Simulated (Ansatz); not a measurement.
Born–Oppenheimer molecular dynamics of CH6NSi (9 atoms, charge 0, multiplicity 2). It goes on from the last frame of an earlier run, with new velocities.

Method: UKS PBE-D4/STO-3G in Ansatz 0.2.0.

```yaml
ensemble: NVT, Langevin thermostat
time_step: 0.5 fs
steps_asked: 266
set_temperature: 300 K
friction: 0.001 /fs
masses: H 10 u
seed: 618111
```

First frame:

```xyz
9
Properties=species:S:1:pos:R:3
C -0.371 1.068 -0.690
N -0.946 0.178 0.516
Si 0.557 -0.788 0.896
H 0.528 1.707 -0.425
H -1.198 1.833 -0.942
H -0.194 0.520 -1.679
H 0.492 -1.552 -0.302
H 0.344 -1.589 2.078
H 1.842 -0.068 0.859
```

How far do the bonds stretch over the last three quarters of this one trajectory? (Pairs bonded in most of those frames.)


| bond | mean (Å) | spread (Å) | shortest | longest |
| --- | --- | --- | --- | --- |
| C1–N2 | 1.535 | 0.049 | 1.44 | 1.63 |
| C1–H4 | 1.118 | 0.024 | 1.08 | 1.17 |
| C1–H5 | 1.114 | 0.026 | 1.06 | 1.15 |
| C1–H6 | 1.116 | 0.028 | 1.06 | 1.18 |
| N2–Si3 | 1.863 | 0.028 | 1.80 | 1.91 |
| Si3–H7 | 1.466 | 0.027 | 1.42 | 1.51 |
| Si3–H8 | 1.456 | 0.015 | 1.43 | 1.48 |
| Si3–H9 | 1.462 | 0.024 | 1.42 | 1.52 |

Mean temperature of the second half: 295 K. A run of 0.13 ps of so small a system gives no equilibrium averages. Limits of this set-up: minimal basis.

Run time: 5.7 min on 1 thread of Intel(R) Xeon(R) 6975P-C (Granite Rapids) (shared host), peak memory 0.11 GiB.
